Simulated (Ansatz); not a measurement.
1T (CdI2-type) HfS2: elastic constant C12 by level of theory

No measured value is used here.

### Question
Put these levels in order of the elastic constant C12 that they give for 1T (CdI2-type) HfS2, smallest first: PBE (Ansatz, a program for electronic structure), PBE-D3(BJ)+SOC (Ansatz), PBEsol (Ansatz).

### Answer
PBE (21.1 GPa), PBEsol (24.7 GPa), PBE-D3(BJ)+SOC (26.2 GPa)

Unless a cell is named, each level is at its own relaxed cell (PBE 26.42, PBEsol 22.15, PBE-D3(BJ)+SOC 21.61 Å³/atom).

Density-functional levels without +SOC have no spin–orbit coupling. PBE, PBEsol: the cell comes from a level without a dispersion term, which matters for the spacing of layers, chains or molecules. Each level is taken at its own relaxed cell. Ansatz's density-functional and Hartree–Fock values are scalar-relativistic unless marked +SOC, with PAW data made under PBE.
